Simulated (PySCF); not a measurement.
# Solver options tried on PH⁻

Aim: find out which solver settings change the answer for PH⁻.

The runs use PySCF 2.14.0; method and basis as typed in the scripts.

1 further run of the same task is left out (it didn't finish).

### Step 1. Where the work starts

PH⁻: 2 atoms, charge -1, spin multiplicity 2.

Bond lengths: P1–H2 1.485 Å.

### Step 2. The run that the others are compared with

File input.py:

```python
from pyscf import gto, dft

mol = gto.M(
    atom='P 0 0 0; H 0 0 1.485',
    basis='aug-cc-pvdz',
    charge=-1,
    spin=1,
    verbose=4,
)
mf = dft.UKS(mol, xc='bp86')
mf.kernel()
mf.dip_moment()
print('orbital energies (hartree):', [e[max(0, n-3):n+3].round(4) for e, n in zip(mf.mo_energy, mol.nelec)])
```

Command:

```
OMP_NUM_THREADS=1 python input.py
```

The log of this run is left out.

Base result: E(SCF) = -341.955771 Eh, ⟨S²⟩ = 0.754.

The bond length is a typed value, not an optimised one. The dipole of an ion depends on the origin.

### Step 3. Second-order solver on

Edit 1 changes second-order solver: off → on.

File input.py:

```python
from pyscf import gto, dft

mol = gto.M(
    atom='P 0 0 0; H 0 0 1.485',
    basis='aug-cc-pvdz',
    charge=-1,
    spin=1,
    verbose=4,
)
mf = dft.UKS(mol, xc='bp86')
mf = mf.newton()
mf.kernel()
mf.dip_moment()
print('orbital energies (hartree):', [e[max(0, n-3):n+3].round(4) for e, n in zip(mf.mo_energy, mol.nelec)])
```

Command:

```
OMP_NUM_THREADS=1 python input.py
```

### Step 4. DIIS space 4

Edit 2 changes DIIS space: default → 4.

input.py, as its differences from that of step 2:

```diff
@@ -10,2 +10,3 @@
 mf = dft.UKS(mol, xc='bp86')
+mf.diis_space = 4
 mf.kernel()
```

### Step 5. Initial guess sap

Edit 3 changes initial guess: minao → sap.

input.py, as its differences from that of step 2:

```diff
@@ -10,2 +10,3 @@
 mf = dft.UKS(mol, xc='bp86')
+mf.init_guess = 'sap'
 mf.kernel()
```

Before running it: what results should come out? Wanted: for each run, E(SCF); from base; gap, α spin.

The runs gave:

| run | E(SCF) (hartree) | from base (eV) | cycles | gap, α spin (eV) |
| --- | --- | --- | --- | --- |
| base | -341.955771 | 0 | 16 | 2.01 |
| second-order solver on | -341.955771 | 0.0000 | 4 macro | 2.01 |
| DIIS space 4 | -341.955771 | 0.0000 | 11 | 2.01 |
| initial guess sap | -341.955771 | 0.0000 | 15 | 2.01 |

Distance from each run's final energy (log10 hartree) by cycle:

| run | cycle 1 | cycle 2 | cycle 3 | cycle 5 | cycle 8 | cycle 12 |
| --- | --- | --- | --- | --- | --- | --- |
| base | -1.3 | -0.8 | -3.7 | -4.8 | -7.0 | -7.3 |
| second-order solver on | -2.5 | -5.4 | < -11 | done | done | done |
| DIIS space 4 | -1.3 | -0.8 | -3.7 | -4.8 | -8.3 | done |
| initial guess sap | -0.9 | -0.1 | -1.6 | -4.0 | -7.1 | -7.2 |

The highest filled level of this anion is positive: the basis lacks diffuse functions or the electron is not bound, so these numbers hang on the basis. With second-order solver on or DIIS space 4 or initial guess sap the SCF ends at the base energy. The base needs 16 cycles and the run with DIIS space 4 needs 11.
